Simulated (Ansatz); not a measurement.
# CCSD(T) against full CI for several species

Each species is computed at the geometry given (Å), with frozen cores, in Ansatz 0.2.0: RHF-CCSD(T) for singlets, UHF-CCSD(T) otherwise, and full CI in the same basis. The program picks the determinant by trial CCSD, so it needn't be the lowest Hartree–Fock solution. States: HAlSi Σ⁻ or Δ, HNB A', HAlB A'', [H···H···OH] A'. Cases whose determinant has another symmetry than full CI's state, or whose (Q) step broke down, weren't drawn.

Q: Judging by size, spin and bonding, rank them by the size of CCSD(T)'s error in total energy against full CI in the same basis, smallest first (an estimate).
A. [H···H···OH], doublet, 6-31G: H -2.057 0.050 0.000; H -1.100 0.050 0.000; O 0.172 0.050 0.000; H 0.424 -0.890 0.000
B. HAlSi, triplet, 6-31G: Si 0.000 0.000 -2.559; Al 0.000 0.000 -0.226; H 0.000 0.000 2.785
C. HNB, doublet, 6-31G: B 0.142 0.000 0.739; N -0.116 0.000 -0.467; H 0.092 0.000 -1.438
D. HAlB, doublet, 6-31G: B 0.000 -0.111 1.540; Al 0.000 0.124 -0.523; H 0.000 -2.137 -2.523

A: A (18.2 meV), C (40.5 meV), B (97.8 meV), D (179.0 meV).

```tsv
species	basis	correlated electrons	CCSD(T) − full CI (meV)	CCSDT(Q) − full CI (meV)	unpaired electrons (full CI)	T1	⟨S²⟩ of the determinant
[H···H···OH], doublet	6-31G	9	18.2	0.2	1.03	0.026	0.81
HNB, doublet	6-31G	9	40.5	-4.9	1.08	0.035	0.87
HAlSi, triplet	6-31G	8	97.8*	4.7	3.27	0.053	2.95
HAlB, doublet	6-31G	7	179.0*	-20.4	2.65	0.150	2.12
```

Unpaired electrons are Σ n²(2−n)² over natural occupations; an open shell counts its own unpaired electrons too. Frozen cores follow each run's orbitals, which moves totals by a few meV. No single determinant describes HAlSi, triplet well, by full CI's occupations. No single determinant describes HAlB, doublet well, by full CI's occupations. An asterisk marks runs whose energy the program itself flagged as in doubt.
